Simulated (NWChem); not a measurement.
Molecule: dichloromethane (CH$_{2}$Cl$_{2}$); SMILES ClCCl

Computed with NWChem. Pople sets run with spherical d functions. Medium grid unless said otherwise, to which SCAN and Minnesota functionals are sensitive. Coordinates come from a PBE-D3(BJ)/def2-SVP optimisation. Computed dipoles belong to the equilibrium geometry; the measured one is vibrationally averaged.

Measured dipole moment: 1.60 D (NIST CCCBDB, as tabulated in the package chemicals).

```json
[
 {"level": "B3LYP/6-31G*", "dipole moment (D)": "1.83", "computed − measured": "+0.23"},
 {"level": "PBE/6-31G*", "dipole moment (D)": "1.78", "computed − measured": "+0.18"},
 {"level": "M06-L/6-31G*", "dipole moment (D)": "?", "computed − measured": "?"},
 {"level": "revPBE/6-31G*", "dipole moment (D)": "1.77", "computed − measured": "+0.17"},
 {"level": "SCAN/6-31G*", "dipole moment (D)": "1.88", "computed − measured": "+0.28"},
 {"level": "LDA (Slater exchange, PW92)/6-31G*", "dipole moment (D)": "1.82", "computed − measured": "+0.22"},
 {"level": "B97-D/6-31G*", "dipole moment (D)": "?", "computed − measured": "?"}
]
```

Task: Complete the blanks.

Result: 
- B97-D/6-31G*, dipole moment (D): 1.79
- B97-D/6-31G*, computed − measured: +0.19
- M06-L/6-31G*, dipole moment (D): 1.83
- M06-L/6-31G*, computed − measured: +0.23
